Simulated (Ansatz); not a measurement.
Ansatz (a program for electronic structure) input (PBE/6-31G*):

Ansatz 0.2 input:
```yaml
crystal:
  periodic: [false, false, false]
  atoms:
    - {symbol: B, position_ang: [-0.00000000, -0.00000000, 0.00000000]}
    - {symbol: F, position_ang: [0.01679907, 1.31515438, 0.03157775]}
    - {symbol: F, position_ang: [1.13083137, -0.67238813, -0.00500122]}
    - {symbol: F, position_ang: [-1.14763045, -0.64276625, -0.02657653]}
basis:
  gaussian:
    orbitals: 6-31G*
hamiltonian:
  xc: {name: PBE}
relax: {f_tol: 0.003, max_steps: 120}
```

Output:

```
Functional definition: PBE
integrals: 0.01 GiB planned
521 factors; their error is unknown
mean field: 0.10 GiB planned
mean field evaluation 1: about -8820.3969 eV, gradient 4.1e1 eV
mean field evaluation 2: about -8816.1522 eV, gradient 6.9e1 eV
mean field evaluation 4: about -8822.6497 eV, gradient 3.5e-1 eV
mean field evaluation 8: about -8822.6161 eV, gradient 3.7e-3 eV
mean field -8822.61612699 eV, -324.2251624827 hartree, gradient 3.1e-5 eV, S^2 0.000000; 0 other end points of the search recorded, 0 dependent functions left out
the calculation of the forces begins
reference -8822.61614223 eV, -324.2251630431 hartree; 16, 16 occupied and 44, 44 virtual orbitals, 521 factors
relax step   1: F+E_penalty+E_count = -8822.61612699 eV  Δ(F+E_penalty+E_count) = +0.000e0 eV  max|allowed force component| = 6.259e-1 eV/Å  Δτ_max = 0.0000 Å  (22 SCF iters, accepted)
these checks for a lower state are left out or cut short: starts, cluster_reference, orbital_swaps, neighbouring_geometries, increment
integrals: 0.01 GiB planned
521 factors; their error is unknown
mean field: 0.10 GiB planned
mean field evaluation 16: about -8822.6255 eV, gradient 9.1e-2 eV
mean field -8822.62547838 eV, -324.2255061402 hartree, gradient 7.4e-6 eV, S^2 0.000000; 0 other end points of the search recorded, 0 dependent functions left out
the calculation of the forces begins
reference -8822.62549359 eV, -324.2255066991 hartree; 16, 16 occupied and 44, 44 virtual orbitals, 521 factors
relax step   2: F+E_penalty+E_count = -8822.62547838 eV  Δ(F+E_penalty+E_count) = -9.351e-3 eV  max|allowed force component| = 2.244e-1 eV/Å  Δτ_max = 0.0074 Å  (24 SCF iters, accepted)
these checks for a lower state are left out or cut short: starts, cluster_reference, orbital_swaps, neighbouring_geometries, increment
integrals: 0.01 GiB planned
521 factors; their error is unknown
mean field: 0.10 GiB planned
mean field -8822.62690653 eV, -324.2255586235 hartree, gradient 7.1e-6 eV, S^2 0.000000; 0 other end points of the search recorded, 0 dependent functions left out
the calculation of the forces begins
reference -8822.62692171 eV, -324.2255591816 hartree; 16, 16 occupied and 44, 44 virtual orbitals, 521 factors
relax step   3: F+E_penalty+E_count = -8822.62690653 eV  Δ(F+E_penalty+E_count) = -1.428e-3 eV  max|allowed force component| = 4.959e-3 eV/Å  Δτ_max = 0.0042 Å  (25 SCF iters, accepted)
these checks for a lower state are left out or cut short: starts, cluster_reference, orbital_swaps, neighbouring_geometries, increment
integrals: 0.01 GiB planned
521 factors; their error is unknown
mean field: 0.10 GiB planned
mean field evaluation 32: about -8822.6269 eV, gradient 4.9e-6 eV
mean field -8822.62690724 eV, -324.2255586498 hartree, gradient 4.9e-6 eV, S^2 0.000000; 0 other end points of the search recorded, 0 dependent functions left out
the calculation of the forces begins
reference -8822.62692243 eV, -324.2255592079 hartree; 16, 16 occupied and 44, 44 virtual orbitals, 521 factors
relax step   4: F+E_penalty+E_count = -8822.62690724 eV  Δ(F+E_penalty+E_count) = -7.144e-7 eV  max|allowed force component| = 2.549e-5 eV/Å  Δτ_max = 0.0001 Å  (16 SCF iters, accepted)
integrals: 0.01 GiB planned
521 factors; their error is unknown
mean field: 0.10 GiB planned
mean field -8822.62690724 eV, -324.2255586498 hartree, gradient 7.8e-6 eV, S^2 0.000000; 1 other end points of the search recorded, 0 dependent functions left out
the calculation of the forces begins
reference -8822.62692243 eV, -324.2255592079 hartree; 16, 16 occupied and 44, 44 virtual orbitals, 521 factors
Total energy: -8822.62692243 eV, -324.2255592079 hartree
Atom 0 at     0.000000     0.000002     0.000000 Å, force     0.000000     0.000022     0.000001 eV/Å
Atom 1 at     0.016947     1.326762     0.031856 Å, force     0.000000     0.000026     0.000001 eV/Å
Atom 2 at     1.140814    -0.678324    -0.005045 Å, force     0.000022    -0.000024    -0.000000 eV/Å
Atom 3 at    -1.157761    -0.648440    -0.026811 Å, force    -0.000022    -0.000023    -0.000001 eV/Å
Dipole moment:     0.000000     0.000004     0.000000 e Å
```

The geometry given is a B3LYP-D3(BJ)/def2-TZVP minimum.
